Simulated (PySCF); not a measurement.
## Vibration and rotation of NaCl

RHF-CCSD(T) constants of NaCl, ¹Σ⁺ (singlet), closed shell (PySCF, no relativity, basis sets Na def2-SVP, Cl def2-SVP; masses 22.9898 and 34.9689 u):

| Item | Value |
| --- | --- |
| ωe | 384.6 cm⁻¹ |
| ωexe | 1.68 cm⁻¹ |
| Be | 0.21908 cm⁻¹ |
| αe | 0.00158 cm⁻¹ |
| De to Na + Cl | 3.69 eV |

Question: What force constant and bond length do these constants imply?

Answer: Reduced mass μred = 13.871 u; k = 5.8918×10⁻⁷·μred·ωe² (u, cm⁻¹, mdyn/Å) = 1.21 mdyn/Å; Re = √(16.8576/(μred·Be)) (u, cm⁻¹, Å) = 2.355 Å.

Question: Estimate the centrifugal constant D from the Kratzer relation and find the Dunham coefficient a1.

Answer: D = 4Be³/ωe² = 2.84e-07 cm⁻¹; a1 = −1 − αeωe/(6Be²) = -3.11.

Correlated steps freeze 6 core orbitals. Correlated levels converge slowly with the basis: in double zeta they bind strong bonds too weakly, by up to about 1 eV, and carry superposition errors of some tenths. Where the molecule has an RHF reference, its open-shell atoms are computed with UHF.
